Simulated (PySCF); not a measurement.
Species: C5H10O.
SMILES with atom numbers: `[CH2:1]=[CH:2][CH2:3][O:4][CH2:5][CH3:6]` (hydrogens: H7, H8 on C1; H9 on C2; H10, H11 on C3; H12, H13 on C5; H14, H15, H16 on C6)

Computed by this run: PySCF 2.14.0, PBE0-D3(BJ)/def2-TZVP geometry optimisation, gas phase; density fitting, grid level 2; the optimiser is geomeTRIC in internal coordinates, started from a GFN2-xTB structure with every atom displaced at random (about 0.01 Å).

Geometry at step 1:
```
atom  x, y, z in Å
C1     -3.1068    0.2920    0.4352
C2     -1.9052    0.7822    0.1795
C3     -0.8203    0.0247   -0.5037
O4      0.3531    0.1445    0.2618
C5      1.4515   -0.5121   -0.3289
C6      2.7090   -0.1428    0.4155
H7     -3.3662   -0.7320    0.1700
H8     -3.8726    0.8798    0.9221
H9     -1.6486    1.7939    0.4840
H10    -1.1059   -1.0296   -0.6119
H11    -0.6508    0.4212   -1.5242
H12     1.5377   -0.2119   -1.3870
H13     1.2888   -1.6034   -0.3141
H14     2.8612    0.9389    0.3761
H15     3.5786   -0.6322   -0.0291
H16     2.6391   -0.4379    1.4632
```

Q: Give the atomic forces at this geometry.

A: 
```tsv
atom	Fx (eV/Å)	Fy (eV/Å)	Fz (eV/Å)
C1	-0.026	-0.212	-0.040
C2	0.044	0.020	0.006
C3	0.007	0.040	0.057
O4	0.168	-0.003	-0.148
C5	-0.045	-0.011	-0.092
C6	-0.056	0.087	0.024
H7	0.009	0.115	0.004
H8	-0.050	0.060	0.029
H9	-0.005	0.014	-0.057
H10	-0.040	-0.085	-0.034
H11	0.004	0.001	0.159
H12	-0.021	-0.027	0.057
H13	0.014	0.081	-0.002
H14	0.022	-0.046	0.009
H15	-0.032	-0.011	0.006
H16	0.007	-0.023	0.023
```

The largest, 0.22 eV/Å, acts on O4 (C1 within 3 % of it); the rms over all components is 0.065 eV/Å. The forces sum to zero within rounding, as they must for an isolated molecule in no field.

Q: Give the force on O4 in Eh/bohr and in nN.

A: 0.224 eV/Å ÷ 51.422 = 0.00435 Eh/bohr, and 0.224 eV/Å × 1.602 = 0.36 nN.

Q: How far is this geometry from the end of the optimisation?

A: 0.010 eV above it, and 0.090 Å rms away after alignment. The bonds farthest from their final lengths, with half the difference of the two atoms' forces along the bond (positive lengthens):

```json
{"bond": "C3–H11", "now (Å)": "1.108", "final (Å)": "1.104", "force along bond (eV/Å)": "-0.05"}
{"bond": "O4–C5", "now (Å)": "1.409", "final (Å)": "1.406", "force along bond (eV/Å)": "-0.09"}
{"bond": "C1–H7", "now (Å)": "1.089", "final (Å)": "1.086", "force along bond (eV/Å)": "-0.16"}
{"bond": "C3–H10", "now (Å)": "1.098", "final (Å)": "1.100", "force along bond (eV/Å)": "+0.07"}
{"bond": "C1–H8", "now (Å)": "1.081", "final (Å)": "1.083", "force along bond (eV/Å)": "+0.10"}
{"bond": "C5–H13", "now (Å)": "1.103", "final (Å)": "1.101", "force along bond (eV/Å)": "-0.05"}
```

The angle farthest from its final value is C2–C3–H11, 110.6° against 109.6°.

The cost below is that of the whole optimisation. The run took 3.2 min on Intel Xeon Platinum 8488C, one thread, no GPU, shared host with 192 logical CPUs at a one-minute load of 62, and the process peaked at 1.2 GiB of memory.
